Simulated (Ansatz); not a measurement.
A run of Ansatz (development build ahead of 0.2.0) on doublet OF at this shape:

```xyz
2

O     0.0000    0.0000    0.6770
F     0.0000    0.0000   -0.6770
```

Its results:

| Property | Result |
| --- | --- |
| Converged | yes |
| Reference energy | -174.13457 hartree |
| CCSD correlation energy | -0.35539 hartree |
| Triples correction | -0.00806 hartree |
| Total energy | -174.49803 hartree |
| Spin squared of the determinant | 0.770 |

(1) Which input gives this output? Name the method, the orbitals and the basis set, and write the input.

## Answers

(1) UHF-CCSD(T) in cc-pVDZ.

```yaml
crystal:
  periodic: [false, false, false]
  atoms:
    - { symbol: O, position_ang: [0.0, 0.0, 0.677] }
    - { symbol: F, position_ang: [0.0, 0.0, -0.677] }
basis:
  gaussian: { orbitals: cc-pVDZ }
magnetization:
  spin_polarized: true
  initial_magnetization: 1
hamiltonian:
  xc: hf
correlation:
  method: ccsd_t
  frozen_orbitals: { F: 1, O: 1 }
```
